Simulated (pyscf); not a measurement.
Structures and frequencies: ωB97X-D3(BJ)/def2-SVP in PySCF. MP2 and CC: frozen core, UHF for open shells. ΔMP2 is the change of the MP2 total energy from the triple- to the quadruple-zeta basis.

Problem. What is the homolytic dissociation enthalpy (298 K, CCSD(T)/def2-TZVPP + ΔMP2(QZVPP)) of the F–Ge bond of HO–Ge(F)(F)–F (SMILES [OH][Ge]([F])([F])[F]), to HO–Ge•(F)–F + F•?

Solution. F–Ge to HO–Ge•(F)–F + F•: 5.68 eV. Other isomers of HO–Ge•(F)–F were not searched in full and may lie lower. The CCSD(T) − MP2 part came from Ansatz, without density fitting, on the same reference. The frozen core leaves the outer d or s,p core shells of the metals and heavy elements correlated in the MP2 and CC values, and def2-TZVPP describes them poorly, which can shift differences by a few kcal/mol. Left out: the spin-orbit lowering of F. Elements up to Kr have no core potential and no relativistic terms here.
